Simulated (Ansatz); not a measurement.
# What a trial cell of BaY relaxes into

These are results of DFT PBE, scalar-relativistic, plane waves, PAW (Ansatz), not measurements. Cutoff 420 eV, Γ-centred k mesh, Gaussian smearing, no spin polarisation in the final step.

The start puts BaY on the caesium chloride structure type (Pm-3m, No. 221), with Ba in place of Cs, Y in place of Cl, at a guessed volume.

```
CELL_PARAMETERS angstrom
4.04332 0.00000 0.00000
0.00000 4.04332 0.00000
0.00000 0.00000 4.04332
ATOMIC_POSITIONS crystal
Ba 0.00000 0.00000 0.00000
Y 0.50000 0.50000 0.50000
```

Steps on the 4×4×4 mesh (2 atoms). 4 of 4 steps are shown, and the free energy counts from the last. Trial steps that were taken back and renewals of the plane-wave basis can be among the rows.

```
step  ΔF (meV/atom) V (Å³/atom) P (GPa)
   1          223.4        33.05     7.60
   2           55.2        38.12     3.31
   3            0.5        43.22     0.34
   4            0.0        43.22     0.36
```

A final relaxation ran on a 12×12×12 mesh. The relaxed crystal, Pm-3m (No. 221):

```cif
data_structure
_symmetry_space_group_name_H-M 'Pm-3m'
_symmetry_Int_Tables_number 221
_cell_length_a 4.4214
_cell_length_b 4.4214
_cell_length_c 4.4214
_cell_angle_alpha 90.000
_cell_angle_beta 90.000
_cell_angle_gamma 90.000
_cell_volume 86.43
loop_
_atom_site_label
_atom_site_type_symbol
_atom_site_symmetry_multiplicity
_atom_site_Wyckoff_symbol
_atom_site_fract_x
_atom_site_fract_y
_atom_site_fract_z
_atom_site_occupancy
Ba1 Ba 1 a 0.00000 0.00000 0.00000 1
Y1 Y 1 b 0.50000 0.50000 0.50000 1
```

For BaY, the volume per atom is 43.22 Å³. The density is 4.35 g/cm³, the energy over the elements is 0.34 eV/atom and the gap on the 12×12×12 mesh is 0 eV (a metal).

Energies over the elements count from the elements' standard structures at the same level, with no empirical corrections.

The final run used a 12×12×12 mesh on its 2-atom cell and 0.10 eV smearing. The k mesh leaves about 4 meV/atom of noise in metals.

A structure relaxed within its symmetry needn't be a true minimum.